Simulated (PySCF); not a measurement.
Ligands exchanged one at a time, Al Cl-SH. All species are isolated molecules in the gas phase. One relaxed conformer stands for each flexible species; it need not be the lowest. Strings in code marks are SMILES.

The numbers are results of B3LYP-D3(BJ)/def2-TZVP in PySCF 2.14.0, not measurements. B3LYP has the VWN-RPA correlation part, as in Gaussian. Delta-SCF ions had no search for a lower state. 

```json
[
 {"species": "0 of 3 Cl replaced by SH (`[Al]([Cl])([Cl])[Cl]`)", "HOMO–LUMO gap (eV)": "___", "vertical ionisation energy (Delta-SCF) (eV)": "11.30"},
 {"species": "1 of 3 Cl replaced by SH", "HOMO–LUMO gap (eV)": "___", "vertical ionisation energy (Delta-SCF) (eV)": "10.45"},
 {"species": "2 of 3 Cl replaced by SH (`[SH][Al]([SH])[Cl]` (H–S–Al–Cl torsion 0°, Cl–Al–S–H torsion 0°))", "HOMO–LUMO gap (eV)": "6.49", "vertical ionisation energy (Delta-SCF) (eV)": "9.74"},
 {"species": "3 of 3 Cl replaced by SH (`[SH][Al]([SH])[SH]`)", "HOMO–LUMO gap (eV)": "6.56", "vertical ionisation energy (Delta-SCF) (eV)": "9.50"}
]
```

Q: Some entries are withheld; supply them.

A: 
- 0 of 3 Cl replaced by SH (`[Al]([Cl])([Cl])[Cl]`), HOMO–LUMO gap (eV): 7.49
- 1 of 3 Cl replaced by SH, HOMO–LUMO gap (eV): 6.66
